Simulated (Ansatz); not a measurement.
Geometry optimisation, RKS PBE-D4/def2-mTZVP in Ansatz.

Input:

```yaml
crystal:
  periodic: [false, false, false]
  atoms:
    - { symbol: Al, position_ang: [-0.923725, 0.0, 0.377883] }
    - { symbol: H, position_ang: [1.595897, 0.0, 1.504263] }
    - { symbol: Cl, position_ang: [2.508774, 0.0, 0.517619] }
    - { symbol: Cl, position_ang: [-1.814146, 0.0, -1.610564] }
basis:
  gaussian: { orbitals: def2-mTZVP }
hamiltonian:
  xc: pbe
  dispersion: d4
relax:
  f_tol: 0.03
  max_steps: 50
```

Command:

```bash
$ ansatz run input.yaml --threads 2 --pin off --max-ram 3072MiB --backend cpu --events-out ev --progress --plain --runs-dir out
```

Question: Where does it end, and by what steps?

Answer: The run converged. The force dipped under the threshold on the way, but the program's further checks kept it going. After 18 steps the energy has fallen by 0.087 eV; Cl3 moved furthest, 0.96 Å.

| step | energy less start (eV) | largest force component (eV/Å) | accepted |
| --- | --- | --- | --- |
| 0 | 0.0000 | 0.570 | yes |
| 1 | -0.0232 | 0.459 | yes |
| 2 | -0.0108 | 0.909 | no |
| 3 | -0.0305 | 0.109 | yes |
| 4 | -0.0338 | 0.237 | yes |
| 5 | -0.0392 | 0.386 | yes |
| 6 | -0.0557 | 0.041 | yes |
| 7 | -0.0590 | 0.044 | yes |
| 8 | -0.0548 | 0.760 | no |
| 9 | -0.0668 | 0.026 | yes |
| 10 | -0.0719 | 0.188 | yes |
| 11 | -0.0758 | 0.226 | yes |
| 12 | -0.0699 | 0.587 | no |
| 13 | -0.0810 | 0.066 | yes |
| 14 | -0.0845 | 0.010 | yes |
| 15 | -0.0827 | 0.303 | no |
| 16 | -0.0856 | 0.090 | yes |
| 17 | -0.0859 | 0.185 | yes |
| 18 | -0.0873 | 0.004 | yes |

```xyz
4
Properties=species:S:1:pos:R:3
Al -0.640 0.000 -0.212
H 1.641 0.000 0.889
Cl 2.863 0.000 1.412
Cl -2.498 0.000 -1.300
```

Whether the end is a true minimum wasn't checked by a vibrational analysis.

The run took 7.1 s on 2 threads of Intel(R) Xeon(R) 6975P-C (Granite Rapids), on a shared host, peak memory 0.13 GiB.
